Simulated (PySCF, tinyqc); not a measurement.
Coupled-perturbed Hartree-Fock on RHF in the sto-3g basis, for LiH, spin multiplicity 1, step by step. The lowest restricted solution is unstable here: a spin-polarised one lies 0.0221 hartree lower (PySCF). One step of it, computed by the program tinyqc.

Problem. Integrals over molecular orbitals. (pq|rs) = sum C_ip C_jq C_kr C_ls (ij|kl), one index at a time.

coefficients C:
```
,MO1,MO2,MO3,MO4,MO5,MO6
1Li 1s,0.991572,-0.148915,-0.217008,0.000000,0.000000,0.106921
1Li 2s,0.032916,0.523582,0.800539,0.000000,0.000000,-0.449045
1Li 2px,0.000000,0.000000,0.000000,0.222095,0.975025,0.000000
1Li 2py,0.000000,0.000000,0.000000,0.975025,-0.222095,0.000000
1Li 2pz,-0.004234,0.312664,-0.570730,0.000000,0.000000,-0.830359
2H 1s,-0.002005,0.622836,-0.252371,0.000000,0.000000,0.845120
```

core Hamiltonian H = T + V (hartree):
```
,1Li 1s,1Li 2s,1Li 2px,1Li 2py,1Li 2pz,2H 1s
1Li 1s,-4.623238,-1.036942,0.000000,0.000000,-0.006943,-0.042630
1Li 2s,-1.036942,-1.316887,0.000000,0.000000,-0.075957,-0.301805
1Li 2px,0.000000,0.000000,-1.071349,0.000000,0.000000,0.000000
1Li 2py,0.000000,0.000000,0.000000,-1.071349,0.000000,0.000000
1Li 2pz,-0.006943,-0.075957,0.000000,0.000000,-1.126206,-0.431765
2H 1s,-0.042630,-0.301805,0.000000,0.000000,-0.431765,-1.117991
```

Two-electron integrals (ij|kl) in chemists' order, unique and non-zero (hartree):
```
i,j,k,l,(ij|kl)
1,1,1,1,1.680395
2,1,1,1,0.265420
2,1,2,1,0.049941
2,2,1,1,0.397727
2,2,2,1,0.092860
2,2,2,2,0.290562
3,1,3,1,0.008981
3,2,3,1,0.013788
3,2,3,2,0.064184
3,3,1,1,0.396640
3,3,2,1,0.092880
3,3,2,2,0.290497
3,3,3,3,0.312946
4,1,4,1,0.008981
4,2,4,1,0.013788
4,2,4,2,0.064184
4,3,4,3,0.016869
4,4,1,1,0.396640
4,4,2,1,0.092880
4,4,2,2,0.290497
4,4,3,3,0.279207
4,4,4,4,0.312946
5,1,5,1,0.008981
5,2,5,1,0.013788
5,2,5,2,0.064184
5,3,5,3,0.016869
5,4,5,4,0.016869
5,5,1,1,0.396640
5,5,2,1,0.092880
5,5,2,2,0.290497
5,5,3,3,0.279207
5,5,4,4,0.279207
5,5,5,5,0.312946
6,1,1,1,0.009822
6,1,2,1,0.001885
6,1,2,2,0.003660
6,1,3,3,0.003609
6,1,4,4,0.003609
6,1,5,1,0.000270
6,1,5,2,0.000534
6,1,5,5,0.003764
6,1,6,1,0.000081
6,2,1,1,0.057231
6,2,2,1,0.013687
6,2,2,2,0.050280
6,2,3,3,0.047264
6,2,4,4,0.047264
6,2,5,1,0.002021
6,2,5,2,0.015998
6,2,5,5,0.056262
6,2,6,1,0.000646
6,2,6,2,0.019429
6,3,3,1,0.000661
6,3,3,2,0.003953
6,3,5,3,0.001954
6,3,6,3,0.000857
6,4,4,1,0.000661
6,4,4,2,0.003953
6,4,5,4,0.001954
6,4,6,4,0.000857
6,5,1,1,0.081925
6,5,2,1,0.019672
6,5,2,2,0.073674
6,5,3,3,0.068688
6,5,4,4,0.068688
6,5,5,1,0.003104
6,5,5,2,0.024827
6,5,5,5,0.083575
6,5,6,1,0.000943
6,5,6,2,0.030128
6,5,6,5,0.046888
6,6,1,1,0.217129
6,6,2,1,0.052349
6,6,2,2,0.209937
6,6,3,3,0.193581
6,6,4,4,0.193581
6,6,5,1,0.006926
6,6,5,2,0.072279
6,6,5,5,0.242430
6,6,6,1,0.002457
6,6,6,2,0.109708
6,6,6,5,0.173499
6,6,6,6,0.774606
```

Give: one-electron integrals over orbitals h = C^T H C; Two-electron integrals over orbitals.

Solution.

one-electron integrals over orbitals h = C^T H C (hartree):
```
,1,2,3,4,5,6
1,-4.614,0.096,0.159,0.000,0.000,-0.051
2,0.096,-1.227,0.001,0.000,0.000,0.065
3,0.159,0.001,-1.079,0.000,0.000,0.014
4,0.000,0.000,0.000,-1.071,0.000,0.000
5,0.000,0.000,0.000,0.000,-1.071,0.000
6,-0.051,0.065,0.014,0.000,0.000,-1.022
```

Two-electron integrals over orbitals (pq|rs), unique and non-zero (hartree):
```
p,q,r,s,(pq|rs)
1,1,1,1,1.660
2,1,1,1,-0.098
2,1,2,1,0.010
2,2,1,1,0.295
2,2,2,1,1.71e-03
2,2,2,2,0.433
3,1,1,1,-0.143
3,1,2,1,0.011
3,1,2,2,-0.010
3,1,3,1,0.022
3,2,1,1,0.039
3,2,2,1,-2.50e-03
3,2,2,2,-0.068
3,2,3,1,-4.85e-04
3,2,3,2,0.030
3,3,1,1,0.386
3,3,2,1,-0.008
3,3,2,2,0.213
3,3,3,1,3.76e-04
3,3,3,2,0.018
3,3,3,3,0.320
4,1,4,1,0.010
4,2,4,1,0.007
4,2,4,2,0.021
4,3,4,1,0.010
4,3,4,2,0.021
4,3,4,3,0.041
4,4,1,1,0.396
4,4,2,1,-3.48e-03
4,4,2,2,0.233
4,4,3,1,-0.005
4,4,3,2,0.020
4,4,3,3,0.277
4,4,4,4,0.313
5,1,5,1,0.010
5,2,5,1,0.007
5,2,5,2,0.021
5,3,5,1,0.010
5,3,5,2,0.021
5,3,5,3,0.041
5,4,5,4,0.017
5,5,1,1,0.396
5,5,2,1,-3.48e-03
5,5,2,2,0.233
5,5,3,1,-0.005
5,5,3,2,0.020
5,5,3,3,0.277
5,5,4,4,0.279
5,5,5,5,0.313
6,1,1,1,0.065
6,1,2,1,-0.009
6,1,2,2,-0.007
6,1,3,1,-4.18e-03
6,1,3,2,2.96e-03
6,1,3,3,0.011
6,1,4,4,1.63e-03
6,1,5,5,1.63e-03
6,1,6,1,0.010
6,2,1,1,-0.088
6,2,2,1,8.52e-04
6,2,2,2,0.103
6,2,3,1,4.82e-03
6,2,3,2,-0.053
6,2,3,3,-0.016
6,2,4,4,-0.044
6,2,5,5,-0.044
6,2,6,1,1.77e-03
6,2,6,2,0.132
6,3,1,1,0.029
6,3,2,1,-2.11e-03
6,3,2,2,-0.065
6,3,3,1,3.87e-03
6,3,3,2,0.025
6,3,3,3,0.037
6,3,4,4,0.012
6,3,5,5,0.012
6,3,6,1,4.84e-03
6,3,6,2,-0.045
6,3,6,3,0.038
6,4,4,1,-0.005
6,4,4,2,-0.017
6,4,4,3,-0.010
6,4,6,4,0.018
6,5,5,1,-0.005
6,5,5,2,-0.017
6,5,5,3,-0.010
6,5,6,5,0.018
6,6,1,1,0.345
6,6,2,1,2.18e-04
6,6,2,2,0.401
6,6,3,1,-0.010
6,6,3,2,-0.051
6,6,3,3,0.240
6,6,4,4,0.253
6,6,5,5,0.253
6,6,6,1,-0.005
6,6,6,2,0.079
6,6,6,3,-0.047
6,6,6,6,0.392
```
